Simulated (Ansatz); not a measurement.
A nudged elastic band was laid between two geometries of CH6Si + H3P (12 atoms, charge 0, multiplicity 1).

The calculation used RKS B3LYP/6-31G* (Ansatz).

| Property | Result |
| --- | --- |
| movable images | 6 |
| climbing image | no |
| spring | 5.0 eV/Å² |
| optimiser | quadratic models (default) |
| start path | through a guess of the saddle point |
| force threshold | 0.05 eV/Å |
| iteration limit | 60 |
| end points | relaxed |

Initial state:

```xyz
12
Properties=species:S:1:pos:R:3
Si 0.812 -0.204 0.087
C 0.925 -0.159 1.972
H -0.049 -0.363 2.430
H 1.633 -0.910 2.339
H 1.263 0.822 2.322
H 2.138 0.068 -0.532
H -0.148 0.822 -0.409
H 0.343 -1.537 -0.385
P -4.331 0.916 1.208
H -3.789 -0.087 0.353
H -4.888 -0.033 2.115
H -3.125 1.049 1.957
```

Final state:

```xyz
12
Properties=species:S:1:pos:R:3
Si -0.923 0.016 -1.086
C 0.455 -0.019 3.618
H 0.926 -0.275 4.571
H 0.764 -0.740 2.856
H 0.763 0.985 3.317
H 0.246 0.729 -0.507
H -0.985 0.306 -2.543
H -0.735 -1.448 -0.896
P -2.810 0.849 -0.119
H -3.672 -0.171 -0.617
H -2.611 0.198 1.133
H -0.632 -0.049 3.731
```

Question: What changes between the two ends?

Answer: Bonds broken: Si1–C2, P9–H12. Bonds formed: Si1–P9, C2–H12. CH6Si + H3P becomes CH4 + H5PSi.

Question: Give the energies along the band, and the barrier.

Answer: The run converged. The highest image is number 3 of 0 to 7, 1.70 eV above the first end and 2.02 eV above the last; the last end lies 0.33 eV below the first. Neighbouring images differ by up to 1.6 eV, so the band resolves the path poorly. No image climbed, so the highest image needn't sit at the top of the path. The orbitals stay closed-shell, which can raise the energy where a bond breaks towards radicals; this wasn't checked here.

```tsv
image	path coordinate (Å)	energy (eV)	Si1–C2 (Å)	P9–H12 (Å)	Si1–P9 (Å)
0	0.00	0.00	1.89	1.43	5.38
1	1.45	0.00	1.89	1.42	4.79
2	2.91	0.15	1.90	1.42	3.98
3	4.36	1.70	2.01	1.45	3.06
4	5.81	1.38	2.63	2.31	2.47
5	7.27	-0.19	3.43	2.95	2.29
6	8.72	-0.32	4.21	3.84	2.28
7	10.17	-0.33	4.90	4.51	2.28
```

Question: What is the geometry of the highest image?

Answer: 
```xyz
12
Properties=species:S:1:pos:R:3
Si 0.010 -0.072 0.188
C 0.206 -0.211 2.182
H -0.558 -0.495 2.928
H 0.943 -1.019 2.201
H 0.681 0.701 2.567
H 1.119 0.868 -0.043
H -0.948 0.390 -0.902
H 0.197 -1.480 -0.219
P -2.769 0.978 0.926
H -3.145 -0.126 0.101
H -3.399 0.469 2.083
H -1.554 0.381 1.443
```

Run time: 10 min on 1 thread of Arm Neoverse V1, with other jobs on the host, peak memory 0.14 GiB.
